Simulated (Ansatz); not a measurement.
# PH₂+ (singlet): the correlation ladder at distance P1–H3 = 1.154 Å, cc-pVDZ

How much of the correlation energy of PH₂+ (singlet) does each wave-function method recover here?

Computed with Ansatz 0.2.0, Gaussian basis. Level: cc-pVDZ, core rule «outside noble gas», up to 5 orbitals frozen.

The runs, in order: UHF; CCSD(T) on RHF; CCSD(T) on UHF; BCCD(T) on RHF; CISD; CCSDT(Q) on RHF; CCSDT(Q) on UHF; CCSDTQ on RHF; CASSCF and MRCISD+Q, 2 electrons in 2 orbitals; CASSCF and NEVPT2, 2 electrons in 2 orbitals; CASSCF and MRCISD+Q, 6 electrons in 6 orbitals; CASSCF and NEVPT4(SD), 6 electrons in 6 orbitals; CASSCF and NEVPT2, 6 electrons in 6 orbitals; Full CI.

9 further runs of the same task are left out: 9 that didn't finish. Runs told in other sessions of the task aren't counted.

## (1) The geometry

The geometry derives from a PBE0/def2-TZVP stationary point (not a proven minimum). One bond is set to the value named and the two fragments are kept rigid.

3 atoms, charge 1, spin multiplicity 1.

Atoms are counted from 1 here; the program's logs count them from 0.

Bond lengths: P1–H2 1.429 Å, P1–H3 1.154 Å. Angles: H2–P1–H3 91.7°.

## (2) UHF

in.yaml reads:

```yaml
crystal:
  periodic: [false, false, false]
  atoms:
    - {symbol: P, position_ang: [0.000000, -0.054969, 0.006033]}
    - {symbol: H, position_ang: [0.000000, 0.940426, -1.019523]}
    - {symbol: H, position_ang: [0.000000, 0.748763, 0.834122]}
basis:
  gaussian: {orbitals: cc-pVDZ}
total_charge: 1
magnetization: {spin_polarized: true, initial_magnetization: 0}
hamiltonian: {xc: hf}
output: {orbitals: {seedname: orbitals}}
```

On the command line:

```
$ ansatz run in.yaml --threads 1 --pin off --events-out ev --progress --plain --max-ram 2393MiB
```

After this run come: CCSD(T) on RHF; CCSD(T) on UHF; BCCD(T) on RHF; CISD; CCSDT(Q) on RHF; CCSDT(Q) on UHF; CCSDTQ on RHF; CASSCF and MRCISD+Q, 2 electrons in 2 orbitals; CASSCF and NEVPT2, 2 electrons in 2 orbitals; CASSCF and MRCISD+Q, 6 electrons in 6 orbitals; CASSCF and NEVPT4(SD), 6 electrons in 6 orbitals; CASSCF and NEVPT2, 6 electrons in 6 orbitals; Full CI.

**Question.** What will the summary of the whole plan be? Wanted: FCI from the RHF energy; RMP2 from FCI; RCCSD from FCI; RCCSD(T) from FCI; RCCSDT(Q) from FCI; NEVPT2 pair from FCI; NEVPT2 valence from FCI; NEVPT4(SD) valence from FCI; T1 diagnostic.

The runs gave:

| quantity | value |
| --- | --- |
| FCI from the RHF energy | -3.4558 eV |
| RMP2 from FCI | +19.83 kcal/mol |
| RCCSD from FCI | +1.83 kcal/mol |
| RCCSD(T) from FCI | +0.43 kcal/mol |
| RCCSDT(Q) from FCI | +0.02 kcal/mol |
| NEVPT2 pair from FCI | +17.26 kcal/mol |
| NEVPT2 valence from FCI | +13.69 kcal/mol |
| NEVPT4(SD) valence from FCI | +1.93 kcal/mol |
| levels within 1 kcal/mol (43 meV) | RCCSD(T), BCCD(T), RCCSDT, RCCSDT(Q), RCCSDTQ, MRCISD+Q valence |
| T1 diagnostic | 0.011 |
| effectively unpaired electrons | 0.07 |

What this shows: RCCSD(T) misses by +0.43 kcal/mol, 0.5 % of the correlation energy. One determinant dominates. Of the multireference levels listed MRCISD+Q valence comes nearest in total energy (0.00 kcal/mol), which doesn't show that its space is the better one. These misses are within one basis, not against nature.
